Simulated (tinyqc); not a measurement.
Worked calculation (part 2 of 2): RKS/LDA (VWN5) in the sto-3g basis, for H2F+, spin multiplicity 1. Computed by tinyqc, a small Python program that keeps every step (integrals from PySCF). Command: `OMP_NUM_THREADS=1 python tinyqc.py 27549 27550 out.jsonl` (the two numbers bound the seeds that draw the settings). One thread of a shared host (Intel(R) Xeon(R) Processor @ 2.60GHz), about 0.7 s of CPU time with the checks.

Geometry (angstrom):
```
atom,x,y,z
F,0.000000,0.000000,0.000000
H,0.000000,0.961000,0.534000
H,0.000000,-0.939000,0.522000
```

## Iteration 31 (converged): orbitals

converged F (hartree):
```
,1F 1s,1F 2s,1F 2px,1F 2py,1F 2pz,2H 1s,3H 1s
1F 1s,-24.275820,-6.297678,-0.000001,0.000407,-0.016932,-0.855136,-0.907843
1F 2s,-6.297678,-3.000295,-0.000004,0.004720,-0.120603,-0.790454,-0.828630
1F 2px,-0.000001,-0.000004,-0.641383,0.000000,-0.000001,-0.000001,-0.000001
1F 2py,0.000407,0.004720,0.000000,-0.763000,0.002000,-0.349057,0.362435
1F 2pz,-0.016932,-0.120603,-0.000001,0.002000,-0.686331,-0.218987,-0.226828
2H 1s,-0.855136,-0.790454,-0.000001,-0.349057,-0.218987,-0.713866,-0.224369
3H 1s,-0.907843,-0.828630,-0.000001,0.362435,-0.226828,-0.224369,-0.729909
```

X:
```
,1,2,3,4,5,6,7
1F 1s,-0.399324,-0.053330,0.702019,0.000000,-0.603634,0.007908,0.216084
1F 2s,1.003578,0.108606,-0.201213,0.000000,-0.244929,0.010271,0.484880
1F 2px,0.000000,0.000000,0.000000,1.000000,0.000000,0.000000,0.000000
1F 2py,-0.102123,0.836746,0.002471,0.000000,-0.000898,0.679463,-0.011542
1F 2pz,0.330676,0.034257,0.685119,0.000000,0.661995,0.003218,0.165090
2H 1s,-0.498401,-0.783863,-0.221279,0.000000,0.184623,0.404723,0.376053
3H 1s,-0.682628,0.654597,-0.213412,0.000000,0.179045,-0.385113,0.393585
```

Diagonalise F' = X^T F X, C = X C', fill 5 alpha and 5 beta electrons from the bottom; D = 2 C_occ C_occ^T. Each column has its largest component positive (the first on a tie).

F' = X^T F X (hartree):
```
,1,2,3,4,5,6,7
1,-1.394616,-0.180974,2.949851,-0.000003,-2.810373,0.042686,1.165088
2,-0.180974,-0.222367,0.450766,-0.000001,-0.437897,-0.032030,0.198711
3,2.949851,0.450766,-10.171878,0.000000,9.781747,-0.155017,-5.418969
4,-0.000003,-0.000001,0.000000,-0.641383,0.000000,0.000000,-0.000003
5,-2.810373,-0.437897,9.781747,0.000000,-10.774657,0.161481,5.680864
6,0.042686,-0.032030,-0.155017,0.000000,0.161481,-0.891916,-0.089957
7,1.165088,0.198711,-5.418969,-0.000003,5.680864,-0.089957,-4.433253
```

orbital energies (hartree): MO1 -24.289459, MO2 -1.484628, MO3 -0.891586, MO4 -0.702418, MO5 -0.641383, MO6 -0.328040, MO7 -0.192555

coefficients C:
```
,MO1,MO2,MO3,MO4,MO5,MO6,MO7
1F 1s,0.993439,-0.251438,-0.003527,0.078320,0.000001,0.099547,0.007996
1F 2s,0.027722,0.936090,0.016883,-0.367491,-0.000001,-0.582830,-0.050948
1F 2px,0.000000,0.000005,0.000001,0.000002,1.000000,0.000006,0.000000
1F 2py,-0.000131,-0.006401,0.725050,0.006149,0.000000,-0.045313,0.802841
1F 2pz,0.002214,0.139927,-0.004985,0.869186,0.000001,-0.518744,-0.034957
2H 1s,-0.004919,0.095067,0.353243,0.232391,-0.000006,0.762328,-0.694349
3H 1s,-0.005198,0.101431,-0.355389,0.224462,-0.000004,0.675710,0.794806
```

D after iteration 31:
```
,1F 1s,1F 2s,1F 2px,1F 2py,1F 2pz,2H 1s,3H 1s
1F 1s,2.112579,-0.473341,-0.000001,-0.001192,0.070216,-0.023672,-0.023669
1F 2s,-0.473341,2.024736,0.000006,0.007973,-0.376913,0.018835,0.012632
1F 2px,-0.000001,0.000006,2.000000,0.000001,0.000006,-0.000009,-0.000007
1F 2py,-0.001192,0.007973,0.000001,1.051552,0.001667,0.513879,-0.513886
1F 2pz,0.070216,-0.376913,0.000006,0.001667,1.550186,0.427043,0.422105
2H 1s,-0.023672,0.018835,-0.000009,0.513879,0.427043,0.375696,-0.127414
3H 1s,-0.023669,0.012632,-0.000007,-0.513886,0.422105,-0.127414,0.374000
```

## Convergence

Stop when the energy changes by less than 1e-08 hartree and every element of the error matrix X^T (F D S - S D F) X is below 3e-05.

Course of the cycle:
```
iteration,E (hartree),change,largest element of the error matrix
1,-89.51194234,-,9.84e+00
2,-97.79131860,-8.28e+00,6.68e-01
3,-98.23593147,-4.45e-01,2.60e-01
4,-98.31962558,-8.37e-02,1.37e-01
5,-98.34794597,-2.83e-02,8.65e-02
6,-98.36113282,-1.32e-02,6.33e-02
7,-98.36717883,-6.05e-03,4.80e-02
8,-98.37027200,-3.09e-03,3.58e-02
9,-98.37193224,-1.66e-03,2.62e-02
10,-98.37279637,-8.64e-04,1.91e-02
11,-98.37323608,-4.40e-04,1.40e-02
12,-98.37346536,-2.29e-04,1.03e-02
13,-98.37358701,-1.22e-04,7.53e-03
14,-98.37365159,-6.46e-05,5.49e-03
...,...,...,...
18,-98.37371859,-5.11e-06,1.55e-03
19,-98.37372132,-2.73e-06,1.13e-03
20,-98.37372277,-1.45e-06,8.22e-04
21,-98.37372354,-7.75e-07,5.99e-04
22,-98.37372396,-4.15e-07,4.36e-04
23,-98.37372418,-2.22e-07,3.17e-04
24,-98.37372430,-1.19e-07,2.31e-04
25,-98.37372437,-6.39e-08,1.68e-04
26,-98.37372440,-3.43e-08,1.22e-04
27,-98.37372442,-1.85e-08,8.91e-05
28,-98.37372443,-9.96e-09,6.48e-05
29,-98.37372443,-5.37e-09,4.72e-05
30,-98.37372444,-2.90e-09,3.43e-05
31,-98.37372444,-1.57e-09,2.50e-05
```

PySCF RKS in the same basis, fine grid = -98.55041206 hartree

Converged in 31 iterations. The coarse grid moves the energy by +1.77e-01 hartree.

## Populations, bond orders and dipole

overlap S:
```
,1F 1s,1F 2s,1F 2px,1F 2py,1F 2pz,2H 1s,3H 1s
1F 1s,1.000000,0.237990,0.000000,0.000000,0.000000,0.031964,0.033942
1F 2s,0.237990,1.000000,0.000000,0.000000,0.000000,0.336352,0.350577
1F 2px,0.000000,0.000000,1.000000,0.000000,0.000000,0.000000,0.000000
1F 2py,0.000000,0.000000,0.000000,1.000000,0.000000,0.247298,-0.255388
1F 2pz,0.000000,0.000000,0.000000,0.000000,1.000000,0.137416,0.141973
2H 1s,0.031964,0.336352,0.000000,0.247298,0.137416,1.000000,0.140161
3H 1s,0.033942,0.350577,0.000000,-0.255388,0.141973,0.140161,1.000000
```

Mulliken: Z minus the diagonal of D S on the atom; Loewdin: the same with S^(1/2) D S^(1/2); Mayer order: 2 sum_s sum (D(s) S)_ij (D(s) S)_ji over the two atoms.

Charges (e):
```
atom,Mulliken,Loewdin
1F,0.100114,0.213062
2H,0.450820,0.396481
3H,0.449066,0.390457
```

Mayer bond orders:
```
pair,order
2-1,0.777141
3-1,0.778719
3-2,0.019620
```

dipole moment about the origin, x y z (debye): -0.000001  0.059825  2.662679
